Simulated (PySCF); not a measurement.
# C3H2ClFO: electronic excitations and core binding energies

Aim: predict the electronic excitations and core binding energies of C3H2ClFO (`O=C(Cl)/C=C/F`).

Computed with PySCF 2.14.0, with density-fitted response routines of our own, on a single molecule in the gas phase. Atoms are numbered from 0 throughout.

## Step 1: The starting structure

8 atoms, charge 0, multiplicity 1; geometry from: GFN2-xTB.

Bonds of the start (Å): O0–C1 1.19, C1–Cl2 1.76, C1–C3 1.46, C3–C4 1.33, C4–F5 1.32, C3–H6 1.08, C4–H7 1.08.

## Step 2: TDDFT and polarisability: PBE0/def2-SVPD

Job settings and geometry (Å):

```
{"job": {"kind": "uv", "xc": "PBE0", "basis": "def2-SVPD", "nstates": 8, "ntriplets": 3}, "charge": 0, "multiplicity": 1}
O      1.599143    -0.821419     0.819118
C      1.207977    -0.089580    -0.032953
Cl     2.347965     0.695461    -1.126004
C     -0.168646     0.284477    -0.332642
C     -1.161965    -0.215756     0.399316
F     -2.427730     0.092352     0.169450
H     -0.353909     0.965234    -1.147921
H     -1.033779    -0.901356     1.227069
```

Method: TDDFT PBE0/def2-SVPD, vertical, gas phase, core orbitals frozen in the response.

Run with:

```
OMP_NUM_THREADS=1 python probes_run.py task.json out
```

The driver reads the jobs from task.json and runs them one after another.

What it wrote:

```text
coarse grid: 8296 points
cycle   1  E = -749.7311168119  dE =  9.912e-01  |g| = 8.363e-01  |ddm| = 4.204e+00
cycle   2  E = -749.1908401986  dE =  5.403e-01  |g| = 1.846e+00  |ddm| = 3.220e+00
cycle   3  E = -749.8640550063  dE = -6.732e-01  |g| = 2.151e-01  |ddm| = 2.434e+00
cycle   4  E = -749.8734222184  dE = -9.367e-03  |g| = 8.688e-02  |ddm| = 3.899e-01
cycle   5  E = -749.8750128381  dE = -1.591e-03  |g| = 1.517e-02  |ddm| = 1.179e-01
cycle   6  E = -749.8750602293  dE = -4.739e-05  |g| = 5.802e-03  |ddm| = 2.463e-02
cycle   7  E = -749.8750665870  dE = -6.358e-06  |g| = 1.829e-03  |ddm| = 1.061e-02
final grid: 78928 points
cycle   8  E = -749.9670084950  dE = -9.406e-07  |g| = 1.214e-02  |ddm| = 7.311e-02
cycle   9  E = -749.9669143968  dE =  9.410e-05  |g| = 2.508e-02  |ddm| = 3.897e-02
cycle  10  E = -749.9670371625  dE = -1.228e-04  |g| = 1.722e-03  |ddm| = 2.756e-02
cycle  11  E = -749.9670377435  dE = -5.809e-07  |g| = 2.416e-04  |ddm| = 2.000e-03
cycle  12  E = -749.9670377540  dE = -1.056e-08  |g| = 7.508e-05  |ddm| = 4.402e-04
cycle  13  E = -749.9670377552  dE = -1.167e-09  |g| = 3.211e-05  |ddm| = 1.412e-04
cycle  14  E = -749.9670377554  dE = -2.301e-10  |g| = 9.470e-06  |ddm| = 5.542e-05
converged SCF energy = -749.9670377554

Static polarisability (au): isotropic 56.530, principal 36.035 52.841 80.713

Singlet excitations
state   eV       nm        f      main configurations
  1   4.4930    275.9   0.00001   H->L 0.95
  2   5.6623    219.0   0.00032   H-2->L 0.97
  3   5.9333    209.0   0.37668   H-1->L 0.94
  4   6.0933    203.5   0.01842   H-3->L 0.90
  5   7.5092    165.1   0.00035   H-4->L 0.95
  6   7.6793    161.5   0.00168   H-1->L+1 0.95
  7   7.9554    155.8   0.09346   H->L+1 0.72, H-2->L+1 0.14
  8   7.9934    155.1   0.00062   H->L+3 0.92

Triplet excitations (Tamm-Dancoff, eV): 3.6002 4.0796 5.1751
```

Wall time 12 s (1 thread of Arm Neoverse V1, shared host); peak memory 0.61 GiB.

The orbitals next to the gap, with their largest atomic shares:

```
orbital     eV                       atoms
 HOMO−3  -9.60  Cl2 74 %, O0 15 %, C1 10 %
 HOMO−2  -9.59    Cl2 76 %, C1 9 %, O0 6 %
 HOMO−1  -8.86   C3 36 %, C4 26 %, F5 14 %
   HOMO  -8.84   O0 57 %, Cl2 29 %, C1 7 %
   LUMO  -2.48   C4 26 %, C1 23 %, O0 18 %
 LUMO+1   0.29  Cl2 39 %, C1 18 %, C4 14 %
 LUMO+2   0.85  Cl2 24 %, C4 23 %, C3 18 %
```

With each of the 8 states as a Gaussian band of 0.4 eV half-width at 1/e, the curve within the window shown has maxima at 208 nm (ε 16,000), 155 nm (ε 3,800) L/(mol cm). Beyond the last state computed it falls off for lack of states. The curve at chosen wavelengths:

| nm | ε (L/mol/cm) |
| --- | --- |
| 149 | 1874 |
| 156 | 3835 |
| 162 | 2043 |
| 169 | 334 |
| 176 | 37 |
| 183 | 269 |
| 189 | 1707 |
| 196 | 6849 |
| 203 | 13763 |
| 209 | 15854 |
| 216 | 12019 |
| 223 | 6143 |
| 230 | 2274 |
| 236 | 785 |
| 243 | 186 |
| 250 | 37 |
| 257 | 7 |
| 263 | 2 |
| 270 | 1 |
| 277 | 0 |
| 283 | 0 |
| 290 | 0 |
| 297 | 0 |
| 304 | 0 |
| 310 | 0 |
| 317 | 0 |

Ground-state properties from the same run:

```
           property  computed
  dipole moment (D)      2.04
polarisability (Å³)      8.38
 HOMO–LUMO gap (eV)      6.37
      −ε(HOMO) (eV)      8.84
```

## Step 3: Core-electron binding energies: SCAN, X2C

The job, as its differences from that of step 2:

```diff
@@ -1,2 +1,2 @@
-{"job": {"kind": "uv", "xc": "PBE0", "basis": "def2-SVPD", "nstates": 8, "ntriplets": 3}, "charge": 0, "multiplicity": 1}
+{"job": {"kind": "xps"}, "charge": 0, "multiplicity": 1}
 O      1.599143    -0.821419     0.819118
```

Method: delta-SCF UKS SCAN, pcX-2 on the ionised atom, pcseg-1 elsewhere, spin-free X2C.

What it wrote:

```text
ground state, core basis on atom 0 (O), 129 functions
  cycle   1  E = -751.96530060  |g| = 9.10e-01
  cycle   2  E = -750.85247345  |g| = 2.42e+00
  cycle   3  E = -752.08238015  |g| = 3.69e-01
  cycle   4  E = -752.11109430  |g| = 1.64e-01
  cycle   5  E = -752.11677893  |g| = 4.19e-02
  cycle   6  E = -752.11715516  |g| = 1.45e-02
  cycle   7  E = -752.11719058  |g| = 7.05e-03
  cycle   8  E = -752.11720080  |g| = 1.20e-03
  cycle   9  E = -752.11720047  |g| = 4.45e-04
  E(ground) = -752.12452630 Eh
hole in O 1s of atom 0
  cycle   1  E = -731.48505874  |g| = 2.22e+00
  cycle   2  E = -730.62338046  |g| = 2.37e+00
  cycle   3  E = -732.06433443  |g| = 7.09e-01
  cycle   4  E = -732.09409550  |g| = 6.86e-01
  cycle   5  E = -732.32046246  |g| = 1.25e-01
  cycle   6  E = -732.32356975  |g| = 9.98e-02
  cycle   7  E = -732.32867041  |g| = 1.61e-02
  cycle   8  E = -732.32878306  |g| = 5.02e-03
  cycle   9  E = -732.32879256  |g| = 3.45e-03
  cycle  10  E = -732.32879865  |g| = 1.04e-03
  cycle  11  E = -732.32880115  |g| = 8.03e-04
  cycle  12  E = -732.32880124  |g| = 2.87e-04
  E(ion) = -732.33663922 Eh   <S^2> = 0.7662   hole on atom = 1.000   binding energy = 538.456 eV
ground state, core basis on atom 1 (C), 129 functions
  cycle   1  E = -752.09533866  |g| = 9.54e-02
  cycle   2  E = -752.08861277  |g| = 2.00e-01
  cycle   3  E = -752.09630895  |g| = 2.74e-02
  cycle   4  E = -752.09645239  |g| = 7.61e-03
  cycle   5  E = -752.09646777  |g| = 2.02e-03
  cycle   6  E = -752.09647116  |g| = 8.43e-04
  cycle   7  E = -752.09646893  |g| = 1.80e-04
  E(ground) = -752.10630035 Eh
hole in C 1s of atom 1
  cycle   1  E = -740.69153389  |g| = 1.51e+00
  cycle   2  E = -738.43412271  |g| = 2.56e+00
  cycle   3  E = -740.80843541  |g| = 9.42e-01
  cycle   4  E = -740.96706217  |g| = 7.95e-01
  cycle   5  E = -741.21859157  |g| = 2.87e-01
  cycle   6  E = -741.24536188  |g| = 1.39e-01
  cycle   7  E = -741.25371587  |g| = 3.02e-02
  cycle   8  E = -741.25419189  |g| = 7.53e-03
  cycle   9  E = -741.25421104  |g| = 5.44e-03
  cycle  10  E = -741.25423118  |g| = 1.68e-03
  cycle  11  E = -741.25423140  |g| = 1.59e-03
  cycle  12  E = -741.25423394  |g| = 4.57e-04
  E(ion) = -741.26037539 Eh   <S^2> = 0.7803   hole on atom = 1.000   binding energy = 295.133 eV
ground state, core basis on atom 2 (Cl), 140 functions
  cycle   1  E = -752.27379457  |g| = 4.86e-01
  cycle   2  E = -752.27324998  |g| = 7.95e-02
  cycle   3  E = -752.26820417  |g| = 1.73e-01
  cycle   4  E = -752.27408145  |g| = 2.62e-02
  cycle   5  E = -752.27421090  |g| = 5.10e-03
  cycle   6  E = -752.27421659  |g| = 1.43e-03
  cycle   7  E = -752.27421757  |g| = 5.05e-04
  cycle   8  E = -752.27421767  |g| = 1.58e-04
  E(ground) = -752.26903648 Eh
hole in Cl 1s of atom 2
  cycle   1  E = -647.05722822  |g| = 5.47e+00
  cycle   2  E = -647.14161446  |g| = 2.36e+00
  cycle   3  E = -646.98753638  |g| = 1.65e+00
  cycle   4  E = -648.16939943  |g| = 5.84e-01
  cycle   5  E = -648.24720404  |g| = 3.44e-01
  cycle   6  E = -648.29212961  |g| = 1.43e-01
  cycle   7  E = -648.30141749  |g| = 6.76e-02
  cycle   8  E = -648.30378045  |g| = 1.72e-02
  cycle   9  E = -648.30390783  |g| = 7.22e-03
  cycle  10  E = -648.30392352  |g| = 2.75e-03
  cycle  11  E = -648.30392778  |g| = 5.07e-04
  cycle  12  E = -648.30392812  |g| = 2.83e-04
  E(ion) = -648.30698688 Eh   <S^2> = 0.7529   hole on atom = 1.000   binding energy = 2828.951 eV
hole in Cl 2p of atom 2
  cycle   1  E = -744.19288099  |g| = 1.71e+00
  cycle   2  E = -743.82185197  |g| = 1.56e+00
  cycle   3  E = -744.25166761  |g| = 9.63e-01
  cycle   4  E = -744.64086682  |g| = 2.18e-01
  cycle   5  E = -744.65176328  |g| = 1.20e-01
  cycle   6  E = -744.65887175  |g| = 4.73e-02
  cycle   7  E = -744.65981461  |g| = 2.29e-02
  cycle   8  E = -744.66009296  |g| = 7.12e-03
  cycle   9  E = -744.66011515  |g| = 2.89e-03
  cycle  10  E = -744.66011631  |g| = 6.96e-04
  cycle  11  E = -744.66011690  |g| = 4.57e-04
  E(ion) = -744.66306856 Eh   <S^2> = 0.7528   hole on atom = 1.001   binding energy = 206.969 eV
  2p3/2 = 206.375 eV   2p1/2 = 208.029 eV
ground state, core basis on atom 3 (C), 129 functions
  cycle   1  E = -752.09062552  |g| = 6.03e-02
  cycle   2  E = -752.09035744  |g| = 4.05e-02
  cycle   3  E = -752.09026834  |g| = 4.69e-02
  cycle   4  E = -752.09075575  |g| = 1.30e-02
  cycle   5  E = -752.09079395  |g| = 2.38e-03
  cycle   6  E = -752.09079386  |g| = 7.32e-04
  cycle   7  E = -752.09079461  |g| = 1.44e-04
  E(ground) = -752.10129452 Eh
hole in C 1s of atom 3
  cycle   1  E = -740.79606238  |g| = 1.51e+00
  cycle   2  E = -739.59475834  |g| = 2.18e+00
  cycle   3  E = -741.16049579  |g| = 7.16e-01
  cycle   4  E = -741.26587301  |g| = 5.12e-01
  cycle   5  E = -741.34526620  |g| = 2.03e-01
  cycle   6  E = -741.36340774  |g| = 7.17e-02
  cycle   7  E = -741.36543763  |g| = 1.73e-02
  cycle   8  E = -741.36555849  |g| = 9.53e-03
  cycle   9  E = -741.36560906  |g| = 3.90e-03
  cycle  10  E = -741.36562327  |g| = 1.99e-03
  cycle  11  E = -741.36562790  |g| = 1.37e-03
  cycle  12  E = -741.36562819  |g| = 3.63e-04
  E(ion) = -741.37485188 Eh   <S^2> = 0.7832   hole on atom = 1.000   binding energy = 291.881 eV
ground state, core basis on atom 4 (C), 129 functions
  cycle   1  E = -752.09400264  |g| = 5.92e-02
  cycle   2  E = -752.09377920  |g| = 3.72e-02
  cycle   3  E = -752.09362723  |g| = 4.46e-02
  cycle   4  E = -752.09409188  |g| = 7.38e-03
  cycle   5  E = -752.09410360  |g| = 1.59e-03
  cycle   6  E = -752.09410378  |g| = 7.62e-04
  cycle   7  E = -752.09410303  |g| = 1.41e-04
  E(ground) = -752.10383732 Eh
hole in C 1s of atom 4
  cycle   1  E = -740.70988912  |g| = 1.50e+00
  cycle   2  E = -734.17611823  |g| = 3.14e+00
  cycle   3  E = -739.51799672  |g| = 1.81e+00
  cycle   4  E = -741.06262426  |g| = 6.67e-01
  cycle   5  E = -741.00901652  |g| = 6.66e-01
  cycle   6  E = -741.22443875  |g| = 3.42e-01
  cycle   7  E = -741.27467058  |g| = 1.40e-01
  cycle   8  E = -741.28172262  |g| = 6.20e-02
  cycle   9  E = -741.28375772  |g| = 1.02e-02
  cycle  10  E = -741.28389940  |g| = 6.03e-03
  cycle  11  E = -741.28397908  |g| = 4.07e-03
  cycle  12  E = -741.28404839  |g| = 2.84e-03
  cycle  13  E = -741.28406261  |g| = 1.93e-03
  cycle  14  E = -741.28406457  |g| = 7.55e-04
  cycle  15  E = -741.28406683  |g| = 2.98e-04
  E(ion) = -741.29274019 Eh   <S^2> = 0.8398   hole on atom = 1.000   binding energy = 294.185 eV
ground state, core basis on atom 5 (F), 129 functions
  cycle   1  E = -752.13323594  |g| = 1.21e-01
  cycle   2  E = -752.13166039  |g| = 1.00e-01
  cycle   3  E = -752.13201046  |g| = 8.68e-02
  cycle   4  E = -752.13357185  |g| = 1.35e-02
  cycle   5  E = -752.13362002  |g| = 1.27e-03
  cycle   6  E = -752.13361774  |g| = 1.05e-03
  cycle   7  E = -752.13362028  |g| = 2.44e-04
  E(ground) = -752.14547512 Eh
hole in F 1s of atom 5
  cycle   1  E = -725.71606452  |g| = 2.58e+00
  cycle   2  E = -723.38051275  |g| = 2.75e+00
  cycle   3  E = -725.05278204  |g| = 1.53e+00
  cycle   4  E = -726.49956467  |g| = 5.17e-01
  cycle   5  E = -726.42264882  |g| = 5.96e-01
  cycle   6  E = -726.60558173  |g| = 1.40e-01
  cycle   7  E = -726.61478134  |g| = 4.24e-02
  cycle   8  E = -726.61554387  |g| = 1.56e-02
  cycle   9  E = -726.61565775  |g| = 3.00e-03
  cycle  10  E = -726.61566380  |g| = 1.24e-03
  cycle  11  E = -726.61566628  |g| = 1.11e-03
  cycle  12  E = -726.61566738  |g| = 7.23e-04
  cycle  13  E = -726.61567216  |g| = 5.20e-04
  cycle  14  E = -726.61567613  |g| = 2.83e-04
  E(ion) = -726.63194614 Eh   <S^2> = 0.7586   hole on atom = 1.000   binding energy = 694.258 eV
```

Run time: 31 s. Hardware: 1 thread of Arm Neoverse V1, shared host; peak memory 0.4 GiB.

Binding energies by hole, beside the orbital energy of the ground state; the difference holds orbital relaxation and, for a density functional, its self-interaction error:

```
       hole  stands for                 environment  ΔSCF (eV; 2p as the shell's mean)  −ε (eV)   ⟨S²⟩
  O1s on O0          O0             carbonyl oxygen                             538.46    517.4  0.766
  C1s on C1          C1             carbonyl carbon                             295.13    278.0  0.780
Cl1s on Cl2         Cl2        chlorine bonded to C                            2828.95   2764.0  0.753
Cl2p on Cl2         Cl2        chlorine bonded to C                             206.93    193.9  0.753
  C1s on C3          C3  α carbon of a C=C–C=O unit                             291.88    275.0  0.783
  C1s on C4          C4  β carbon of a C=C–C=O unit                             294.18    277.4  0.840
  F1s on F5          F5            vinylic fluorine                             694.26    668.5  0.759
```

With the spin-orbit splitting: Cl2 2p3/2 206.38, 2p1/2 208.03 eV. The table gives each 2p level as the mean over the whole 2p shell (two parts 2p3/2, one part 2p1/2), which differs a little from the single hole in the log.

## Step 4: What came out

```
                                quantity                               value
         lowest singlet (PBE0/def2-SVPD)         4.49 eV (276 nm), f = 0.000
brightest single state of those computed         state 3, 5.93 eV, f = 0.377
                          lowest triplet                             3.60 eV
        C1s binding energies, SCAN/pcX-2  C1 295.13, C4 294.18, C3 291.88 eV
        O1s binding energies, SCAN/pcX-2                        O0 538.46 eV
       Cl1s binding energies, SCAN/pcX-2                      Cl2 2828.95 eV
       Cl2p binding energies, SCAN/pcX-2                       Cl2 206.93 eV
        F1s binding energies, SCAN/pcX-2                        F5 694.26 eV
```

In words: The lowest singlet, at 4.49 eV, is HOMO→LUMO 0.95 and is dark; of the 8 states computed, the strongest absorption comes from state 3 at 5.93 eV. The lowest triplet lies 0.89 eV below the lowest singlet (triplets in Tamm-Dancoff, singlets in full TDDFT). The C1s levels kept as sound span 3.25 eV, from C3 (α carbon of a C=C–C=O unit) up to C1 (carbonyl carbon).
